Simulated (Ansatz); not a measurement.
Two structures of SiH5, doublet, reached by relaxing down either side of one saddle point (PBE0-D4/def2-TZVP). Energies are electronic, without zero-point energy. Computed with Ansatz 0.2.0 (basis: def2-TZVPP and def2-QZVPP); correlated methods freeze the cores; orbitals are unrestricted. Extrapolation: Hartree–Fock as exp(−7.88 √X), correlation as X^−2.97. First:

H1  (-0.636, -0.343, -0.125)
Si2  (0.651, 0.358, 0.113)
H3  (-3.253, -1.791, -0.566)
H4  (0.684, 0.872, 1.506)
H5  (0.780, 1.492, -0.836)
H6  (1.775, -0.589, -0.091)
(Å)

Second:

```xyz
6
angstrom
H -2.0877 -1.1410 -0.3828
Si 0.9156 0.4928 0.1832
H -2.7353 -1.4858 -0.5242
H 0.9325 1.0123 1.5751
H 0.9579 1.5997 -0.8070
H 2.0172 -0.4780 -0.0443
```

Task: Which bonds change from the first to the second?

Result: SiH₄ + H → SiH₃ + H₂; bonds formed: H1–H3; bonds broken: H1–Si2.

Task: Give the saddle point's structure and its height above each. (To be estimated.)

Result: Computed: 4.65 kcal/mol above the first and 17.49 kcal/mol above the second (CCSD(T) at an estimated basis limit (MP2 extrapolated from triple and quadruple zeta, plus CCSD(T) − MP2 in triple zeta)).
H1  (-0.907, -0.504, -0.164)
Si2  (0.431, 0.235, 0.077)
H3  (-2.065, -1.124, -0.368)
H4  (0.452, 0.747, 1.470)
H5  (0.537, 1.363, -0.882)
H6  (1.552, -0.717, -0.132)
(Å)

T1 diagnostic: at most 0.015. ⟨S²⟩ of the unrestricted Hartree–Fock references: 0.75 to 0.76 (a pure state has 0.75). The end structure is not quite a true minimum (one mode of 27i cm⁻¹).

Radical steps of this kind take place in plasma deposition and etching.

For scale, one of the runs: CCSD(T)/def2-TZVPP, 112 basis functions, launched by `ansatz run in.yaml --threads 2 --pin off --events-out ev --progress --plain --max-ram 4352MiB`. Hardware: 2 CPU threads of an Arm Neoverse V2, shared host. Wall time 5.5 s; peak host memory 0.78 GiB.
